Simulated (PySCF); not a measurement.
Computed with CAM-B3LYP-D3(BJ)/def2-TZVP in PySCF. Isolated molecules, 0 K electronic values unless said otherwise. 

Reference species (SMILES): `[F]` (neutral, multiplicity 2).

```yaml
highest_occupied_spin_orbital: -14.14 eV
```

Changed species: `[NH2][Al][F]` (radical fragment; the reference has radical fragment).

Give the shifts of the highest occupied spin orbital.

the highest occupied spin orbital increases by 6.76 eV, to -7.38 eV.
